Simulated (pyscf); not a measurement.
Structures and frequencies: ωB97X-D3(BJ)/def2-SVP in PySCF. Correlated levels are frozen-core, on RHF or UHF. ΔMP2 is the change of the MP2 total energy from the triple- to the quadruple-zeta basis.

Q: Estimate the classical barrier height and the reaction energy of SiH₃• + NH₃ → H₂N–SiH₃ + H• at CCSD(T)/def2-TZVPP + ΔMP2(QZVPP). The step runs on the doublet surface, breaks H–N and forms N–Si; take the separated reactants as zero.

A: ΔE‡ = 22.4 kcal/mol, ΔE = +8.4 kcal/mol. Zero-point energy shifts the barrier by -1.6 kcal/mol. It is a substitution at N, with an imaginary mode of 1879i cm⁻¹. On the reactant side the descent ends in a complex, 4.2 kcal/mol under the separated species and 26.7 kcal/mol under the saddle at ωB97X-D3(BJ)/def2-TZVP. One saddle was located; it need not be the lowest between these sides. The angle at the attacked N is 129°. The CCSD(T) − MP2 part came from Ansatz, without density fitting, on the same reference.
